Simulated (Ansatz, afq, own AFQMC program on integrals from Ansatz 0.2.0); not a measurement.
AFQMC on a folder of integrals that Ansatz 0.2.0 wrote.

```yaml
crystal:
  periodic: [false, false, false]
  atoms:
    - {symbol: Ge, position_ang: [-0.032710, -0.015411, 0.324092]}
    - {symbol: O, position_ang: [0.083141, 0.108424, -1.453740]}
    - {symbol: H, position_ang: [0.753837, -1.273733, 0.795824]}
    - {symbol: H, position_ang: [0.621839, 1.291644, 0.826141]}
    - {symbol: H, position_ang: [-0.338105, -0.628296, -1.902787]}
basis:
  gaussian: {orbitals: cc-pVDZ}
magnetization: {spin_polarized: false, initial_magnetization: 1}
correlation: {method: ccsd_t, electrons: outside_noble_gas, hamiltonian_folder: ham}
```

```sh
$ ansatz run in.yaml --threads 1 --pin off --events-out ev --progress --plain --max-ram 1382MiB
```

afq runs on the folder ham with

```
--method free --trial cisd --walkers 60 --time-step 0.03 --max-blocks 80 --target-error 0.00043 --factor-cut 1e-05 --seed 5649 --times 0,0.21,0.42,0.81,1.2,1.8,2.4,3 --taylor-order 8
```

Times are imaginary, in 1/Eh. The walk had a cap of 1976 s. Filled inner d shells are frozen with the cores.

```
orbitals 41  electrons 7 6  factors 331 of 584
reference energy -2151.92125664 Eh
CCSD correlation -0.29976831 Eh in 12 cycles, weight of the determinant in the CISD state 0.8894
repeat  energy at the last time / Eh  error
    10  -2152.228567  0.002864
    20  -2152.229544  0.001965
    30  -2152.230139  0.001414
    40  -2152.229152  0.001314
    50  -2152.229149  0.001098
    60  -2152.228884  0.000931
    70  -2152.228628  0.000840
    80  -2152.228608  0.000789
time / (1/Eh)  energy / Eh  error  mean overlap
  0.00  -2152.221139  0.000312  1.1245
  0.21  -2152.225141  0.000271  1.1223
  0.42  -2152.226458  0.000258  1.1244
  0.81  -2152.227771  0.000365  1.1223
  1.20  -2152.228349  0.000436  1.1219
  1.80  -2152.229079  0.000544  1.1149
  2.40  -2152.228407  0.000643  1.1418
  3.00  -2152.228608  0.000789  1.1138
energy -2152.228608 +/- 0.000789 Eh
```

Problem. Estimate how long the walk took on 1 thread of Arm Neoverse N1 (shared host).

Solution. 12 min of wall time.

The run passed its tests (error under three times the target), which doesn't prove that it has relaxed.

Against this walk (error 21.5 meV) on the same determinant: CCSD(T) 27.7 meV higher (within the noise), the released energy of a separate walk with a CISD trial 9.9 ± 25.7 meV lower (within the noise). The error is statistical, and a free projection of finite length keeps a remainder of its start.

Cautions: remainder of the start not in the error; error above the target (21.5 against 11.7 meV); no relativity below Rb; no spin-orbit coupling; inner d shell frozen.
